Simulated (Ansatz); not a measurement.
C3H6O, SMILES `C=CCO`. Total charge 0; spin multiplicity 1.

Cartesian coordinates in Å:
```
C -0.9008 0.9873 0.7928
C 0.0126 0.6477 -0.1059
C 0.7458 -0.6518 -0.1032
O 0.5728 -1.3640 -1.3140
H -1.1604 0.3215 1.6108
H -1.4152 1.9406 0.7536
H 0.2545 1.3238 -0.9233
H 0.4392 -1.2521 0.7644
H 1.8230 -0.4797 -0.0199
H -0.3716 -1.4733 -1.4552
```

Task: What are the harmonic wavenumbers in cm⁻¹ at PBE0-D4/def2-TZVP (Ansatz, finite differences of forces, unscaled)? (Best estimate.)

Result: Ansatz gave: 120, 334, 346, 449, 674, 928, 948, 970, 1037, 1087, 1154, 1229, 1311, 1352, 1408, 1453, 1494, 1724, 3012, 3083, 3146, 3161, 3237, 3853.

Task: Is this a minimum?

Result: Yes, all 24 modes are real.

Task: Give the ideal-gas thermochemistry at 298.15 K and 1 bar (rigid rotor, harmonic oscillator; point group C1, symmetry number 1).

Result: Zero-point energy 224.4 kJ/mol; H(298) − E = 239.8 kJ/mol; entropy 290.7 J/(mol·K), of which translation 159.5, rotation 100.5, vibration 30.7; G(298) − E = 153.1 kJ/mol.

Task: And at 400, 500, 600, 800 and 1000 K?

Result: 
```tsv
T (K)	H − E (kJ/mol)	S (J/mol/K)	G − E (kJ/mol)
400	248.6	315.9	122.2
500	259.0	339.2	89.5
600	271.1	361.2	54.4
800	299.1	401.3	-21.9
1000	331.0	436.8	-105.8
```
